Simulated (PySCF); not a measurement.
C3H7OP.
SMILES: `C1P(=O)(C)C1`

The closed-shell ground state was solved at several levels (PySCF, density fitting, gas phase, non-relativistic). Geometry: PBE0-D3(BJ)/def2-SVP; no solvent, vibrations or thermal averaging.

| level | basis functions | total energy (Eh) | HOMO (eV) | LUMO (eV) | gap (eV) | dipole (D) |
| --- | --- | --- | --- | --- | --- | --- |
| PBE0/pcSseg-1 | 127 | -534.7012 | -7.07 | 0.80 | 7.87 | 4.15 |
| mPW1PW91/pcSseg-2 | 285 | -535.1733 | -7.17 | 0.13 | 7.30 | 4.35 |

(1) Estimate the row for B3LYP/def2-SVPD, a basis of 163 functions; the other rows only guide the guess.

(2) Over all these levels, which gives the widest orbital gap and which the narrowest?

(3) How far do the dipole and the HOMO energy spread over the levels?

Answers

(1) Total energy -534.8726 Eh, HOMO -6.93 eV, LUMO -0.01 eV, gap 6.92 eV, dipole 4.40 D.

(2) PBE0/pcSseg-1 (global hybrid, 25 % exact exchange) has the widest, 7.87 eV, and B3LYP/def2-SVPD (global hybrid, 20 % exact exchange) the narrowest, 6.92 eV. Functional and basis both differ between the two, so the spread mixes both effects.

(3) The dipole runs from 4.15 to 4.40 D (mean 4.30 D) and the HOMO from -7.17 to -6.93 eV.
